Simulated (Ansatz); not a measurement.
Method: frozen-core CCSD(T)/cc-pVTZ // PBE0-D3(BJ)/def2-SVP (Ansatz, a first-principles code).

Ansatz 0.2 input:
```yaml
crystal:
  periodic: [false, false, false]
  atoms:
    - { symbol: C, position_ang: [-0.340013, 0.036167, 0.027003] }
    - { symbol: O, position_ang: [0.940778, 0.322064, -0.452764] }
    - { symbol: H, position_ang: [-0.443584, 0.18906, 1.119606] }
    - { symbol: H, position_ang: [-0.674528, -0.994999, -0.202522] }
    - { symbol: H, position_ang: [-1.043591, 0.723619, -0.465763] }
    - { symbol: H, position_ang: [1.560939, -0.275911, -0.025561] }
basis:
  gaussian: { orbitals: cc-pVTZ }
correlation:
  method: ccsd_t
```

Output:

```
Functional definition: HF
661 factors; integrals over basis functions are off by at most 9.7e-4 eV
mean field evaluation 1: about -3130.0723 eV, gradient 2.9e1 eV
mean field evaluation 2: about -3130.0730 eV, gradient 2.9e1 eV
mean field evaluation 4: about -3131.7014 eV, gradient 2.6e0 eV
mean field evaluation 8: about -3131.7202 eV, gradient 8.7e-5 eV
mean field evaluation 16: about -3131.7192 eV, gradient 5.3e-1 eV
mean field -3131.72015963 eV, -115.0885931101 hartree, gradient 2.2e-6 eV, S^2 0.000000; 0 other end points of the search recorded, 0 dependent functions left out
2 core orbitals not correlated
reference -3131.72015963 eV, -115.0885931101 hartree; 7, 7 occupied and 107, 107 virtual orbitals, 661 factors
second order -11.65104382 eV of doubles, -0.00000000 eV of singles
cycle   1  -11.85299951 eV  change   -2.0e-1 eV  update   6.0e-2
cycle   2  -12.11675893 eV  change   -2.6e-1 eV  update   1.7e-2
cycle   3  -12.16122128 eV  change   -4.4e-2 eV  update   6.9e-3
cycle   4  -12.15820751 eV  change    3.0e-3 eV  update   1.4e-3
cycle   5  -12.15880823 eV  change   -6.0e-4 eV  update   5.2e-4
cycle   6  -12.15902378 eV  change   -2.2e-4 eV  update   1.5e-4
cycle   7  -12.15895526 eV  change    6.9e-5 eV  update   5.5e-5
cycle   8  -12.15895472 eV  change    5.3e-7 eV  update   2.0e-5
cycle   9  -12.15895561 eV  change   -8.8e-7 eV  update   5.6e-6
perturbative correction -0.40166169 eV, -0.0147607950 hartree
Total energy: -3144.28077693 eV, -115.5501872820 hartree
```

Cost: around 6 core-seconds (rough).
